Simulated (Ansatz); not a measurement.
# CH₅Al (triplet): the correlation ladder at distance Al1–H4 along a hydrogen transfer = 1.705 Å, cc-pVDZ

One table from this session's results is given with a row withheld; the runs are named, their logs left out.

The runs use Ansatz 0.2.0, Gaussian basis; cc-pVDZ, core rule «outside noble gas», up to 6 orbitals frozen.

To be run: UHF; CCSD(T) on ROHF; CCSD(T) on UHF; BCCD(T) on ROHF; CISD; CCSDT(Q) on ROHF; CCSDT(Q) on UHF; CASSCF and NEVPT2, 4 electrons in 4 orbitals.

7 further runs of the same task are left out: 1 for a mislabelled method, 6 that didn't finish.

## The system

The geometry derives from fragments relaxed apart (PBE0/def2-TZVP) and kept rigid, so it is no stationary point. A hydrogen atom is moved between rigid fragments.

7 atoms, charge 0, spin multiplicity 3.

Atoms are counted from 1 here; the program's logs count them from 0.

Bond lengths: Al1–H2 1.586 Å, Al1–H3 1.586 Å, Al1–H4 1.705 Å, C5–H6 1.079 Å, C5–H7 1.079 Å. Angles: H2–Al1–H3 120.0°, H2–Al1–H4 120.0°, H3–Al1–H4 120.0°, H6–C5–H7 134.8°.

The first run:

File in.yaml:

```yaml
crystal:
  periodic: [false, false, false]
  atoms:
    - {symbol: Al, position_ang: [-1.006674, 0.000000, 0.000000]}
    - {symbol: H, position_ang: [-1.799598, 1.373384, 0.000000]}
    - {symbol: H, position_ang: [-1.799598, -1.373384, 0.000000]}
    - {symbol: H, position_ang: [0.698326, 0.000000, 0.000000]}
    - {symbol: C, position_ang: [2.085326, 0.000000, 0.000000]}
    - {symbol: H, position_ang: [2.499794, 0.000000, 0.996161]}
    - {symbol: H, position_ang: [2.499794, 0.000000, -0.996161]}
basis:
  gaussian: {orbitals: cc-pVDZ}
magnetization: {spin_polarized: true, initial_magnetization: 2}
hamiltonian: {xc: hf}
output: {orbitals: {seedname: orbitals}}
```

Run with:

```
$ ansatz run in.yaml --threads 1 --pin off --events-out ev --progress --plain --max-ram 2393MiB
```

Among the steps run: UHF; CCSD(T) on ROHF; CCSD(T) on UHF; BCCD(T) on ROHF; CISD; CCSDT(Q) on ROHF; CCSDT(Q) on UHF; CASSCF and NEVPT2, 4 electrons in 4 orbitals.

One table of the session follows, with a row left open; its other results are not shown here.

| method | from UCCSDT(Q) (kJ/mol) |
| --- | --- |
| ROHF | +660.4 |
| UHF | +628.3 |
| RMP2 | ? |
| UMP2 | +132.8 |
| CISD | +68.1 |
| RCCSD | +16.5 |
| UCCSD | +15.9 |
| RCCSD(T) | +3.4 |
| UCCSD(T) | +3.5 |
| BCCD(T) | +3.4 |
| RCCSDT | +0.7 |
| UCCSDT | +0.6 |
| RCCSDT(Q) | +0.1 |
| UCCSDT(Q) | 0 |
| CASSCF pair | +600.4 |
| NEVPT2 pair | +129.0 |

**Question.** Estimate the row for RMP2.

As computed: from UCCSDT(Q) (kJ/mol): +127.4. In the column «from UCCSDT(Q) (kJ/mol)» it lies between CISD (+68.1) and NEVPT2 pair (+129.0).

To keep in mind: Restricted and unrestricted rows rest on different reference determinants; where their highest levels disagree by more than a few hundredths of an eV, they describe different states and don't form one ladder.
